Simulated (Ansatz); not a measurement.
A made-up structure of CH$_{4}$BF, singlet:

B1  (-0.605, 0.087, -0.409)
C2  (0.432, -0.045, 0.286)
F3  (0.453, -1.364, 0.780)
H4  (-1.346, -0.885, -0.515)
H5  (-0.640, 1.217, -0.844)
H6  (0.377, 0.775, 1.115)
H7  (1.330, 0.217, -0.413)
(Å)

It is relaxed with PBE-D4/def2-SVP and then PBE0-D4/def2-TZVP (Ansatz 0.2.0). Atoms count as bonded within 1.22 times the sum of their covalent radii (H–H: 0.88 Å). The end point is not checked to be a true minimum.

Question: Does its bonding change? (Judge from chemistry; the calculation decides.)

Answer: Computed: No: no bond forms or breaks.

Where it ends: The first stage lowers the energy by 2.39 eV in 6 steps. It ends as CH₄BF ([BH2][CH2][F]):
```csv
atom,x (Å),y (Å),z (Å)
B1,-0.7396,0.1276,-0.5076
C2,0.5266,-0.0752,0.3558
F3,0.6851,-1.3334,0.9142
H4,-1.5351,-0.7434,-0.6854
H5,-0.8974,1.2065,-1.0001
H6,0.5390,0.6675,1.1694
H7,1.4213,0.1504,-0.2462
```

Labels in which every atom is bracketed show which atoms are joined, not bond orders.

For scale, one of the runs: PBE0-D4/def2-TZVP relaxation, 117 basis functions, launched by `ansatz run in.yaml --threads 2 --pin off --events-out ev --progress --plain --max-ram 4352MiB`. The run took about 15 s on 2 CPU threads of an Intel Xeon Platinum 8259CL (shared host).
